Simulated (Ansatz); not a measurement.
**hcp Ru**

Computed with LDA (PAW; Ansatz, an electronic-structure program).

Numerical settings: plane-wave cutoff 500 eV, 22×22×1 k mesh (along the axes of the cell as run), Fermi–Dirac smearing 0.1 eV, scalar-relativistic PAW data made under PBE.

Cell: relaxed at this level.

| Item | Value |
|---|---|
| surface energy of the (10-11) face | 3.53 J/m² |
| work function of the (10-11) face | 5.29 eV |

The slab of 12 atoms is relaxed and unreconstructed.

Static lattice: no zero-point or thermal effects.
